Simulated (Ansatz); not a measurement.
Input file:

```yaml
crystal:
  periodic: [false, false, false]
  atoms:
    - {symbol: O, position_ang: [0.000000, -0.757817, 1.351907]}
    - {symbol: Ge, position_ang: [0.000000, 0.333827, 0.000000]}
    - {symbol: O, position_ang: [0.000000, -0.757817, -1.351907]}
basis:
  gaussian: {orbitals: cc-pVDZ}
magnetization: {spin_polarized: false}
hamiltonian: {xc: {name: B3LYP}}
correlation: {method: bccd, electrons: outside_noble_gas}
scf: {lower_state_search: off}
output: {forces: true}
```

```sh
$ ansatz run in.yaml --threads 1 --pin off --events-out ev --progress --plain --max-ram 2393MiB
```

Log:

```
these checks for a lower state are left out or cut short: starts, cluster_reference, orbital_swaps, neighbouring_geometries, increment
587 factors; integrals over basis functions are off by at most 3.4e-4 eV
mean field evaluation 1: about -60591.0599 eV, gradient 8.6e1 eV
mean field evaluation 2: about -60591.0814 eV, gradient 8.5e1 eV
mean field evaluation 4: about -60607.8576 eV, gradient 2.3e1 eV
mean field evaluation 8: about -60608.7862 eV, gradient 3.4e-1 eV
mean field evaluation 16: about -60608.7912 eV, gradient 1.8e-3 eV
mean field -60608.79120835 eV, -2227.3319947926 hartree, gradient 6.6e-6 eV, S^2 0.000000; 0 other end points of the search recorded, 0 dependent functions left out; unrestricted orbitals would lower it
16 core orbitals not correlated: weight in the atoms' cores, before any rotation towards them, 0.992 or more for the frozen orbitals, at most 0.007 for the correlated occupied ones
reference -60540.69245622 eV, -2224.8294118109 hartree; 8, 8 occupied and 31, 31 virtual orbitals, 587 factors
second order -16.03960664 eV of doubles, -0.66705547 eV of singles
cycle   1  -13.10160682 eV  change     2.3e0 eV  update   2.3e-1
cycle   2  -14.52548887 eV  change    -1.4e0 eV  update   1.3e-1
cycle   3  -14.03828667 eV  change    4.9e-1 eV  update   9.1e-2
cycle   4  -14.43212461 eV  change   -3.9e-1 eV  update   6.1e-2
cycle   5  -14.34988619 eV  change    8.2e-2 eV  update   4.5e-2
cycle   6  -14.36007439 eV  change   -1.0e-2 eV  update   9.2e-3
cycle   7  -14.39179077 eV  change   -3.2e-2 eV  update   5.4e-3
cycle   8  -14.38848292 eV  change    3.3e-3 eV  update   3.7e-3
cycle   9  -14.38557728 eV  change    2.9e-3 eV  update   2.0e-3
cycle  10  -14.38632477 eV  change   -7.5e-4 eV  update   1.2e-3
cycle  11  -14.38737509 eV  change   -1.1e-3 eV  update   4.5e-4
cycle  12  -14.38748585 eV  change   -1.1e-4 eV  update   1.7e-4
cycle  13  -14.38754892 eV  change   -6.3e-5 eV  update   6.6e-5
cycle  14  -14.38755676 eV  change   -7.8e-6 eV  update   2.9e-5
cycle  15  -14.38758398 eV  change   -2.7e-5 eV  update   1.8e-5
cycle  16  -14.38756611 eV  change    1.8e-5 eV  update   1.3e-5
cycle  17  -14.38756860 eV  change   -2.5e-6 eV  update   6.2e-6
cycle  18  -14.38757037 eV  change   -1.8e-6 eV  update   3.4e-6
cycle  19  -14.38756908 eV  change    1.3e-6 eV  update   1.6e-6
cycle  20  -14.38757230 eV  change   -3.2e-6 eV  update   9.7e-7
cycle  21  -14.38757122 eV  change    1.1e-6 eV  update   4.1e-7
cycle  22  -14.38757126 eV  change   -3.5e-8 eV  update   2.2e-7
WARN: these amplitudes may be one of several solutions (largest doubles amplitude 0.23, level shift 2.26 eV)
the calculation of the forces begins
Total energy: -60555.08002748 eV, -2225.3581453024 hartree
Atom 0 at     0.000000    -0.757817     1.351907 Å, force     0.000000     2.066942     0.529329 eV/Å
Atom 1 at     0.000000     0.333827     0.000000 Å, force    -0.000000    -4.133884     0.000000 eV/Å
Atom 2 at     0.000000    -0.757817    -1.351907 Å, force     0.000000     2.066942    -0.529329 eV/Å
Dipole moment:     0.000000     0.753792    -0.000000 e Å
Checks for a lower state left out: starts, cluster_reference, orbital_swaps, neighbouring_geometries, increment
```

Forces (eV/Å):
```
O    0.000  2.067  0.529
Ge   0.000 -4.134  0.000
O    0.000  2.067 -0.529
```

Ran on 1 thread of Arm Neoverse V1, shared host: 7 s wall, 0.15 GiB peak host memory.
